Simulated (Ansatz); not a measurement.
in.yaml

```yaml
crystal:
  periodic: [false, false, false]
  atoms:
    - {symbol: Y, position_ang: [0.000000, 0.000000, 0.000000]}
    - {symbol: N, position_ang: [0.000000, 0.000000, 1.773000]}
basis:
  gaussian: {orbitals: def2-TZVPP}
correlation: {active_space: {ras: {orbitals: [4, 0, 78], electrons: 8, max_holes: 2, max_particles: 2}, fixed_orbitals: true}}
scf: {lower_state_search: full}
```

```sh
$ ansatz run in.yaml --threads 1 --pin off --events-out ev --progress --plain --max-ram 2393MiB
```

Q: Roughly how long does this take on 1 thread of AMD EPYC, shared host, and how much host memory?

A: 18 s wall and 0.27 GiB.

```
578 factors; integrals over basis functions are off by at most 1.2e-3 eV
mean field evaluation 1: about -2491.7368 eV, gradient 8.3e1 eV
mean field evaluation 2: about -2491.7442 eV, gradient 8.3e1 eV
mean field evaluation 4: about -2505.2362 eV, gradient 3.4e1 eV
mean field evaluation 8: about -2508.8777 eV, gradient 8.3e-1 eV
mean field evaluation 16: about -2508.8962 eV, gradient 2.6e-5 eV
mean field evaluation 32: about -2507.8495 eV, gradient 6.4e0 eV
mean field evaluation 64: about -2507.7290 eV, gradient 2.0e1 eV
mean field evaluation 96: about -2502.7024 eV, gradient 4.1e0 eV
mean field evaluation 128: about -2482.6318 eV, gradient 9.4e1 eV
mean field evaluation 160: about -2508.8772 eV, gradient 4.5e-1 eV
mean field -2508.89620962 eV, -92.2002351126 hartree, gradient 2.6e-6 eV, S^2 0.000000; 12 other end points of the search recorded, 0 dependent functions left out
reference -2508.89620962 eV, -92.2002351126 hartree; 9, 9 occupied and 78, 78 virtual orbitals, 578 factors
state -2515.94220446 eV, -92.4591706470 hartree
Total energy: -2515.94220446 eV, -92.4591706470 hartree
```
